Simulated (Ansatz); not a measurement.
in.yaml

```yaml
crystal:
  periodic: [false, false, false]
  atoms:
    - {symbol: Ge, position_ang: [0.000000, 0.000000, 2.267506]}
    - {symbol: Mg, position_ang: [0.000000, 0.000000, -0.285112]}
    - {symbol: H, position_ang: [0.000000, 0.000000, -1.982394]}
basis:
  gaussian: {orbitals: cc-pVDZ}
magnetization: {spin_polarized: false, initial_magnetization: 3}
correlation: {method: ccsd(t), electrons: outside_noble_gas, diis_vectors: 2}
```

```sh
$ ansatz run in.yaml --threads 1 --pin off --events-out ev --progress --plain --max-ram 2393MiB
```

Question: One thing in this input was set wrong on purpose, beside settings that are merely unusual. What is the gravest fault, and what does the program do?

Answer: A method name that the input doesn't accept. How the run ends: refused.
```
Error: YAML parse error: error: line 10 column 23: unknown variant `ccsd(t)`, expected one of mp2, rpa, ccsd, ccsd_t, bccd, bccd_t, ccsdt, ccsdt_q, ccsdt_q_b, ccsdtq, fci, sc_nevpt2, fic_nevpt4_sd, fic_mrcisd_q, fic_mrcisd_q_relaxed
  --> <input>:10:23
   |
 8 |   gaussian: {orbitals: cc-pVDZ}
 9 | magnetization: {spin_polarized: false, initial_magnetization: 3}
10 | correlation: {method: ccsd(t), electrons: outside_noble_gas, diis_vectors: 2}
   |                       ^ unknown variant `ccsd(t)`, expected one of mp2, rpa, ccsd, ccsd_t, bccd, bccd_t, ccsdt, ccsdt_q, ccsdt_q_b, ccsdtq, fci, sc_nevpt2, fic_nevpt4_sd, fic_mrcisd_q, fic_mrcisd_q_relaxed
```
